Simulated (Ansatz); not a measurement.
System: CH5S, charge 1, singlet. CH5S+ (SMILES C[SH2+]).
B3LYP-D3(BJ)/def2-TZVP minimum from Ansatz (a quantum-chemistry and plane-wave program):
```
C
H 1 1.0854
H 1 1.0884 2 112.00
H 1 1.0884 2 112.00 3 -124.31
S 1 1.8264 2 110.57 3 117.85
H 5 1.3531 1 100.09 2 -47.98
H 5 1.3531 6 94.02 1 -101.00
```
Charge +1, spin multiplicity 1.

Hartree-Fock and CCSD correlation energies in hartree (Ansatz). Radicals and triplets start from unrestricted determinants; spin-orbit coupling is neglected. Correlated methods leave the cores frozen. No relativity.

```
basis        X       E(HF)  E(corr, CCSD)
-----------  -  ----------  -------------
cc-pV(T+d)Z  3  -438.06828       -0.39517
cc-pV(Q+d)Z  4  -438.07491       -0.41640
cc-pV(5+d)Z  5  -438.07640       withheld
```

Q: Fit E(corr) = E∞ + A/X³ to X = 3 and 4, predict X = 5, and compare with the run.

A: A = (-0.39517 - (-0.41640))/(1/27 - 1/64) = 0.9915; E∞ = -0.41640 - A/64 = -0.43189; at X = 5, E∞ + A/125 = -0.42396. The run gave -0.42319, 0.77 mEh above the prediction. The same form on X = 4 and 5 gives E∞ = -0.43031, 1.58 mEh above the first estimate.
